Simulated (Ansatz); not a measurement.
**doublet SiH2(+): levels of theory in one basis**

```xyz
3

H     0.0000    0.2494   -1.2973
Si    0.0000   -0.4988    0.0000
H     0.0000    0.2494    1.2973
```

Basis set: def2-SVP (spherical functions). Frozen core: 5 orbitals. Correlation on ROHF uses semicanonical orbitals with singles. Charge 1, multiplicity 2.

Computed with Ansatz (development build ahead of 0.2.0); each method stands on the lowest determinant of its kind that the runs found.

| method | E − E(ROHF) (eV) | <S²> of the determinant |
| --- | --- | --- |
| ROHF | 0.00 | – |
| UHF | -0.04 | 0.75 |
| ROHF-MP2 | -1.72 | – |
| UHF-MP2 | -1.73 | 0.75 |

Task: What does ROHF-CCSD(T) give on the same scale?

Result: -2.33 eV.
